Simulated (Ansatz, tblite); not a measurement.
Removing an electron: MgS₂⁻. The state is a doublet with charge -1. Geometry: PBE0-D4/def2-TZVPD. Ansatz, gas phase; energy differences of separate SCF runs; the oxidised species is a triplet (the singlet lies 0.21 eV higher at PBE0-D4/def2-TZVPD).

Cartesian coordinates in Å:
```
Mg -0.4705 -1.0113 0.8277
S 0.9239 -0.1929 -0.8757
S -0.4534 1.2041 0.0480
```

The xTB rows come from tblite. The structure comes from a short search, and lower isomers may exist.

```
               level  −HOMO (eV)  vertical IE (eV)  −LUMO (eV)  HOMO–LUMO gap (eV)                                                           remarks
            GFN1-xTB           –              5.99           –                   –                                                                 –
            GFN2-xTB           –              6.63           –                   –                                                                 –
   PBE-D4/def2-TZVPD       -0.50              2.24       -1.18                0.68  HOMO above zero (-1 doublet), lower spin may lie lower (triplet)
r2SCAN-D4/def2-TZVPD       -0.36              2.27       -1.35                0.99  HOMO above zero (-1 doublet), lower spin may lie lower (triplet)
  PBE0-D4/def2-TZVPD        0.51              2.33       -1.84                2.35                                                                 –
```

  A HOMO above zero means that the electron is unbound at that level or that self-interaction error raises the level; the energy of removing that electron tells which. HOMO and LUMO are the levels of the spin that leaves or enters (xTB has no such levels and no spin-polarisation term). Other spin states of the ions may lie lower, which would lower the ionisation energy or raise the affinity. Raw xTB energy differences between charge states are shifted by several eV; the methods need an empirical correction for them.
